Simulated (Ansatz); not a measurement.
Ideal-gas functions of C₂H₄FNO (`OC/N=C\F`) at 298.15 K and 1 bar, from an Ansatz frequency run at PBE0-D4/def2-TZVP.

Molar mass 77.06 g/mol, point group C1 (symmetry number 1), electronic degeneracy 1, moments of inertia 28.173, 182.168, 204.238 u Å². Harmonic wavenumbers (cm⁻¹, unscaled): 60, 192, 280, 410, 529, 751, 939, 960, 1050, 1100, 1138, 1253, 1367, 1370, 1436, 1497, 1816, 2996, 3091, 3204, 3848.

Use S(trans) = R[1.5 ln M + 2.5 ln T − 1.1517]; rotational temperatures θ = 24.2544 K / I; S(rot) = R[ln(√π/σ · √(T³/θAθBθC)) + 1.5]; for each mode x = 1.438777 ν̃/T, S = R[x/(eˣ − 1) − ln(1 − e⁻ˣ)] and H = RT x/(eˣ − 1); 1 cm⁻¹ = 0.0119627 kJ/mol; R = 8.31446 J/(mol·K).

Question: By hand: the entropy, in J/(mol·K).

Answer: Translation 163.0. Rotation: θ = 0.8609, 0.1331, 0.1188 K, giving 106.2. Vibration, mode by mode: 18.65, 9.24, 6.42, 3.88, 2.47, 1.05, 0.50, 0.46, 0.32, 0.26, 0.22, 0.14, 0.09, 0.09, 0.06, 0.05, 0.01, 0.00, 0.00, 0.00, 0.00, in all 43.9. Electronic 0.0. Sum 313.1 J/(mol·K).

Question: By hand: H − E and G − E in kJ/mol, counted from the electronic energy.

Answer: Zero-point energy ½ × 29287 × 0.0119627 = 175.2; thermal vibration 6.9; translation, rotation and pV give 4 RT = 9.9. H − E = 192.0 kJ/mol, and G − E = 192.0 − 298.15 × 313.1/1000 = 98.6 kJ/mol.

Vibration gives 14 % of the entropy, 18.6 J/(mol·K) of it from the mode under 150 cm⁻¹: soft modes count most, and the harmonic formula is weakest for them. The sum counts one conformer and one mirror image; others add a mixing term.
